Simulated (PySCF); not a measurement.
Spin states of LiSi

Unrestricted PBE0; basis Li def2-SVPD, Si def2-SVPD; no relativity; PySCF 2.14. Outer shells of the fragments: Li 2s1; Si 3s2 3p2.

Followed along the bond (rough minima from three points):

| 2Ms+1 | unpaired | ⟨S²⟩ at the start | R at minimum (Å) | Te (eV) |
| --- | --- | --- | --- | --- |
| 4 | σ ↑, π ↑↑ | 3.75 | 2.37 | 0.00 |
| 2 | σ ↑, π ↑↓ | 1.77 | 2.38 | 0.52 |
| 2 | σ ↓, π ↑↑ | 1.77 | 2.39 | 0.54 |
| 2 | π ↑ | 0.75 | 2.57 | 0.62 |
| 2 | σ ↑ | 0.76 | 2.38 | 1.35 |

Solutions found at the starting distance of 2.400 Å, counted from the lowest of them; the search is not exhaustive and high or unbound solutions are not listed, so other states can lie among these:

```csv
2Ms+1,unpaired,term,E (eV),⟨S²⟩,⟨Lz²⟩,μ (D)
4,"σ ↑, π ↑↑",⁴Σ⁻,0.00,3.75,0.00,-5.90
2,"σ ↑, π ↑↓",mixed,0.51,1.77,2.02,-5.79
2,"σ ↓, π ↑↑",mixed,0.54,1.77,0.00,-6.00
2,π ↑,²Π,0.67,0.75,1.01,-5.54
2,σ ↑,mixed,1.35,0.76,2.00,-5.10
2,π ↑,²Π,2.07,0.76,1.02,-4.63
4,"σ ↑↑, π ↑",⁴Π,2.30,3.75,1.01,5.23
2,"σ ↑↑, π ↓",mixed,2.61,1.77,1.01,5.36
4,"σ ↑, π ↑↑",mixed,3.42,3.76,2.01,1.37
```

A term symbol is given only where ⟨S²⟩ and ⟨Lz²⟩ are close to those of a pure state; real π, δ and φ orbitals otherwise mix terms. A positive dipole means Li(−)Si(+).
